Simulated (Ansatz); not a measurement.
# AlH₂ (doublet): the correlation ladder, 6-31++G**

How much of the correlation energy of AlH₂ (doublet) does each wave-function method recover here?

Computed with Ansatz 0.2.0, Gaussian basis. Level: 6-31++G**, core rule «outside noble gas», up to 5 orbitals frozen.

The runs, in order: UHF; CCSD(T) on ROHF; CCSD(T) on UHF; BCCD(T) on ROHF; CISD; CCSDT(Q) on ROHF; CCSDT(Q) on UHF; CISDTQ; CASSCF and MRCISD+Q, 5 electrons in 6 orbitals; CASSCF and NEVPT4(SD), 5 electrons in 6 orbitals; CASSCF and NEVPT2, 5 electrons in 6 orbitals; Full CI.

18 further runs of the same task are left out: 6 that didn't finish, 12 set aside as unsound or not needed.

### Step 1. What is computed

The geometry is a PBE0/def2-TZVPD stationary point (not a proven minimum) of the parent state, kept for this charge and spin.

3 atoms, charge 0, spin multiplicity 2.

Atoms are counted from 1 here; the program's logs count them from 0.

Bond lengths: Al1–H2 1.697 Å, Al1–H3 1.697 Å. Angles: H2–Al1–H3 93.2°.

### Step 2. UHF

in.yaml reads:

```yaml
crystal:
  periodic: [false, false, false]
  atoms:
    - {symbol: Al, position_ang: [0.000000, -0.081048, 0.000000]}
    - {symbol: H, position_ang: [0.000000, 1.084792, -1.232881]}
    - {symbol: H, position_ang: [0.000000, 1.084792, 1.232880]}
basis:
  gaussian: {orbitals: "6-31++G**"}
magnetization: {spin_polarized: true, initial_magnetization: 1}
hamiltonian: {xc: hf}
output: {orbitals: {seedname: orbitals}}
```

Launch:

```bash
> ansatz run in.yaml --threads 1 --pin off --events-out ev --progress --plain --max-ram 2393MiB
```

After this run come: CCSD(T) on ROHF; CCSD(T) on UHF; BCCD(T) on ROHF; CISD; CCSDT(Q) on ROHF; CCSDT(Q) on UHF; CISDTQ; CASSCF and MRCISD+Q, 5 electrons in 6 orbitals; CASSCF and NEVPT4(SD), 5 electrons in 6 orbitals; CASSCF and NEVPT2, 5 electrons in 6 orbitals; Full CI.

Before running them: what should the planned runs give, taken together? Wanted: FCI below the RHF energy; RMP2 from FCI; UMP2 from FCI; RCCSD from FCI; RCCSD(T) from FCI; UCCSD(T) from FCI; RCCSDT(Q) from FCI; UCCSDT(Q) from FCI; NEVPT2 valence from FCI.

**Answer**, as computed:

```
                         quantity                                                                                                        value
         FCI below the RHF energy                                                                                                   -1.9804 eV
                    RMP2 from FCI                                                                                                   +527.5 meV
                    UMP2 from FCI                                                                                                   +521.2 meV
                   RCCSD from FCI                                                                                                    +47.7 meV
                RCCSD(T) from FCI                                                                                                    +13.8 meV
                UCCSD(T) from FCI                                                                                                    +13.2 meV
               RCCSDT(Q) from FCI                                                                                                      0.0 meV
               UCCSDT(Q) from FCI                                                                                                     -0.6 meV
          NEVPT2 valence from FCI                                                                                                   +312.0 meV
      NEVPT4(SD) valence from FCI                                                                                                    +52.5 meV
        MRCISD+Q valence from FCI                                                                                                     +4.3 meV
levels within 1 kcal/mol (43 meV)  RCCSD(T), UCCSD(T), BCCD(T), RCCSDT, UCCSDT, CISDTQ, RCCSDT(Q), UCCSDT(Q), MRCISD valence, MRCISD+Q valence
                    T1 diagnostic                                                                                                        0.024
   effectively unpaired electrons                                                                                                         1.03
```

RCCSD(T) lands +13.8 meV from the yardstick (0.7 % of the correlation energy). One determinant dominates. Of the multireference levels listed MRCISD+Q valence comes nearest in total energy (+4.3 meV), which doesn't show that its space is the better one. These misses are within one basis, not against nature; the frozen cores of restricted and unrestricted runs differ, which can shift their rows.
